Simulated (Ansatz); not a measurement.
Reaction (SMILES): OO (H2O2) → O[O] (O-OH) + H atom
B3LYP-D3(BJ)/def2-TZVP geometries, fixed; electronic energies without zero-point terms.

Basis-set convergence of the bond dissociation energy at B2PLYP with Ansatz (a quantum-chemistry and plane-wave program). All functions are spherical. Cores are frozen. Open shells are unrestricted. No added dispersion term, no relativity. Functions are those of the species that has most. Reference: the value in aug-pcseg-3, 90.99 kcal/mol, itself unsure by roughly 0.03 kcal/mol (its mean distance from aug-cc-pVQZ, cc-pV5Z, def2-QZVPPD). Deviations are taken from unrounded values.

```json
[
 {"basis": "pcseg-0", "functions": "22", "bond dissociation energy (kcal/mol)": "83.34", "minus reference (kcal/mol)": "-7.65"},
 {"basis": "def2-SV(P)", "functions": "32", "bond dissociation energy (kcal/mol)": "78.46", "minus reference (kcal/mol)": "-12.53"},
 {"basis": "cc-pVDZ", "functions": "38", "bond dissociation energy (kcal/mol)": "84.70", "minus reference (kcal/mol)": "-6.29"},
 {"basis": "def2-SVP", "functions": "38", "bond dissociation energy (kcal/mol)": "85.84", "minus reference (kcal/mol)": "-5.15"},
 {"basis": "pcseg-1", "functions": "38", "bond dissociation energy (kcal/mol)": "86.97", "minus reference (kcal/mol)": "-4.02"},
 {"basis": "def2-TZVP", "functions": "74", "bond dissociation energy (kcal/mol)": "88.36", "minus reference (kcal/mol)": "-2.62"},
 {"basis": "cc-pVTZ", "functions": "88", "bond dissociation energy (kcal/mol)": "89.68", "minus reference (kcal/mol)": "-1.30"},
 {"basis": "pcseg-2", "functions": "88", "bond dissociation energy (kcal/mol)": "90.60", "minus reference (kcal/mol)": "-0.39"},
 {"basis": "def2-TZVPP", "functions": "90", "bond dissociation energy (kcal/mol)": "90.13", "minus reference (kcal/mol)": "-0.86"},
 {"basis": "cc-pVQZ", "functions": "170", "bond dissociation energy (kcal/mol)": "90.60", "minus reference (kcal/mol)": "-0.38"},
 {"basis": "def2-QZVPP", "functions": "174", "bond dissociation energy (kcal/mol)": "90.86", "minus reference (kcal/mol)": "-0.13"},
 {"basis": "pcseg-3", "functions": "186", "bond dissociation energy (kcal/mol)": "90.97", "minus reference (kcal/mol)": "-0.02"},
 {"basis": "cc-pV5Z", "functions": "292", "bond dissociation energy (kcal/mol)": "90.99", "minus reference (kcal/mol)": "0.01"}
]
```

The smallest set listed that lies within 1 kcal/mol of the reference with all its larger relatives (same family, alike in diffuse functions; a set with none counts only in the reference's own line) is pcseg-2 (88 functions, -0.39 kcal/mol off).
